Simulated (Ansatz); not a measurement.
## BClH2S, SMILES SBCl: a geometry optimisation, step by step

Computed with the Ansatz DFT code, driven from Python.

The script reads `bclh2s.xyz`:
```text
5

S    -1.31510    0.45760    0.13430
B     0.42300   -0.03740    0.33590
Cl    0.82400   -1.82490    0.32570
H    -1.15970    0.56110   -1.28160
H     1.27770    0.76980    0.44430
```

The cells in order, each with its output:

**Cell 1**
```python
import itertools
import warnings

import ansatz as az
from ase.data import atomic_numbers, covalent_radii
import numpy as np
```

**Cell 2**
```python
warnings.simplefilter("ignore", az.DeckWarning)
```

**Cell 3**
```python
mol = az.Crystal.molecule_from_extxyz("bclh2s.xyz")
```

**Cell 4**
```python
job = mol.calculation()
job = job.basis(gaussian="6-31G*")
job = job.functional("pbe0")
symbols = [site.symbol for site in mol.cartesian_sites]
start = np.array([site.position_ang for site in mol.cartesian_sites], dtype=float)
data = job.relax(force_tolerance=0.01).run().report
end = np.array(data["positions_ang"])
```

**Cell 5**
```python
print(f"E = {data['free_energy_ev']:.6f} eV = {data['free_energy_ev'] / 27.211386246:.7f} Ha")
print("converged:", data["converged"], " doubts:", data["published_state_doubts"] or "none")

# pairs closer than 1.2 times the sum of covalent radii, before or after
radius = [covalent_radii[atomic_numbers[s]] for s in symbols]
span = lambda where, i, j: np.linalg.norm(where[i] - where[j])
bonded = [(i, j) for i, j in itertools.combinations(range(len(symbols)), 2) if min(span(start, i, j), span(end, i, j)) < 1.2 * (radius[i] + radius[j])]
print("pair        before    after (A)")
for i, j in bonded:
    print(f"{symbols[i]}{i}-{symbols[j]}{j}".ljust(10), f"{span(start, i, j):8.4f} {span(end, i, j):8.4f}")
for first, second in list(itertools.combinations(bonded, 2)):
    shared = set(first) & set(second)
    if shared and symbols[(j := shared.pop())] != "H":
        i, k = sorted((set(first) | set(second)) - {j})
        u, v = end[i] - end[j], end[k] - end[j]
        angle = np.degrees(np.arccos(np.clip(u @ v / np.linalg.norm(u) / np.linalg.norm(v), -1, 1)))
        print(f"final angle {symbols[i]}{i}-{symbols[j]}{j}-{symbols[k]}{k}: {angle:.2f} deg")
```
Output:
```text
E = -24058.710929 eV = -884.1413191 Ha
converged: True  doubts: none
pair        before    after (A)
S0-B1        1.8184   1.7871
S0-H3        1.4282   1.3460
B1-Cl2       1.8320   1.7499
B1-H4        1.1806   1.1909
final angle B1-S0-H3: 96.43 deg
final angle S0-B1-Cl2: 119.11 deg
final angle S0-B1-H4: 121.79 deg
final angle Cl2-B1-H4: 119.10 deg
```

Notes:
- Total energies depend on the basis set; only differences at equal settings carry meaning.
- The end point is the stationary point reached from this start; no frequency run checks that it is a minimum, and the basis set is modest.
- Hardware and time: 24 s on 1 thread of Arm Neoverse V1 (shared host), peak memory 0.2 GiB.

(Lines on the test bed's own set-up are left out of the output.)
